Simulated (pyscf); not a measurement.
`[F][C]([F])([SiH3])[Si]([SiH3])([SiH3])[Cl]` -> `[SiH3][Si]([SiH3])([SiH3])[Cl]` + `[F][C][F]` [singlet], a 1,1-elimination (singlet surface; C–Si, C–Si broken, Si–Si formed). Structures and frequencies: ωB97X-D3(BJ)/def2-SVP in PySCF. Energies in eV from the reactant's lowest minimum found.

Small-basis levels: PySCF, no dispersion term, spherical d functions. AM1 to PM7: differences of heats of formation from MOPAC, which are fitted to 298 K values and so differ in kind from electronic energies by zero-point and thermal terms. Cost: rough CPU time at the saddle relative to B3LYP/6-31G*, from one job on a shared machine.

```json
[
 {"level": "HF/STO-3G", "barrier": "4.53", "reaction energy": "+2.20", "cost": "0.04"},
 {"level": "HF/3-21G", "barrier": "3.77", "reaction energy": "+2.17", "cost": "0.08"},
 {"level": "HF/6-31G*", "barrier": "3.37", "reaction energy": "+1.78", "cost": "0.1"},
 {"level": "B3LYP/6-311+G**", "barrier": "2.78", "reaction energy": "+2.04", "cost": "2"},
 {"level": "B3LYP/def2-SVP", "barrier": "2.71", "reaction energy": "+2.16", "cost": "1"},
 {"level": "PM3", "barrier": "1.95", "reaction energy": "+1.67", "cost": "under 0.02"},
 {"level": "PM6", "barrier": "1.98", "reaction energy": "+2.05", "cost": "under 0.02"},
 {"level": "ωB97M-D3(BJ)/def2-TZVP", "barrier": "2.65", "reaction energy": "+2.10", "cost": "–"}
]
```

Against the last row the barrier runs from -0.70 (PM3) to +1.88 eV (HF/STO-3G). At PM6 this geometry lies under one side, so the entry may be no barrier of that level: it is a single point on another level's saddle. ωB97M-D3(BJ)/def2-TZVP has limits of its own. On the reactant side the descent ends in a point that may be a rotor saddle (no frequency run), 0.05 eV over the lowest minimum found and 2.55 eV under the saddle at ωB97X-D3(BJ)/def2-TZVP. One saddle was located; it need not be the lowest between these sides.
